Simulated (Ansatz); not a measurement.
Cuprite Ag2O, treated with PBEsol (Ansatz, a first-principles code, plane waves, PAW).

Settings: plane-wave cutoff 520 eV, 8×8×8 k mesh, Fermi–Dirac smearing 0.01 eV, no spin polarisation, scalar-relativistic PAW data made under PBE.

The volume scan:

```tsv
V (Å³/atom)	E − E_lowest (meV/atom)	P (GPa)
16.335	19.37	6.36
16.683	8.22	3.97
17.031	1.96	1.85
17.378	0.00	-0.01
17.726	1.85	-1.66
18.073	7.06	-3.12
18.421	15.25	-4.40
```

Fit the third-order Birch–Murnaghan equation and give B0 and B′.

V0 = 17.376 Å³/atom, B0 = 87.7 GPa, B′ = 5.2 (fit to the energies at full precision).

Measured, for comparison: equilibrium volume per atom 17.81 Å³/atom (15 K, not corrected to a static lattice; as tabulated in Gupta et al. (2014), arXiv:1311.4701). Computed less measured: equilibrium volume per atom -2.4 %.

Note: this level leaves the solid without a gap, although one is measured.

Computed values are for the static lattice.
